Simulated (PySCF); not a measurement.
Start geometry of acetylene (`C#C`) from GFN2-xTB (Å):
```
atom  x, y, z in Å
C1     0.5396   -0.0056    0.5771
C2    -0.5345    0.0079    0.0562
H3     1.4840   -0.0173    1.0353
H4    -1.4789    0.0198   -0.4019
```

What comes out of this run: CAM-B3LYP/def2-TZVP geometry optimisation, gas phase in PySCF 2.14.0?

```
atom  x, y, z in Å
C1     0.5421   -0.0055    0.5695
C2    -0.5371    0.0086    0.0639
H3     1.5025   -0.0179    1.0253
H4    -1.4975    0.0210   -0.3918
```

The energy falls by 0.18 kcal/mol over 3 energy and gradient evaluations, the largest force component goes from 0.0140 to 2.0e-04 Eh/bohr, and the atoms move by 0.009 Å rms after alignment. Among the bonds, C1–H3 and C2–H4 change most and about equally (+0.013 Å). Bonds longer at the end by more than 0.005 Å: 2 of 3; shorter: 0. The orientation of the end geometry is arbitrary; only internal coordinates are fixed.

The run used 74 basis functions and 15 SCF cycles in all. Hardware: one thread, Arm Neoverse V1 (aarch64), on a shared host. Cost: 2.2 s of wall time, 0.36 GiB resident at most.

Not checked by CAM-B3LYP/def2-TZVP frequencies.
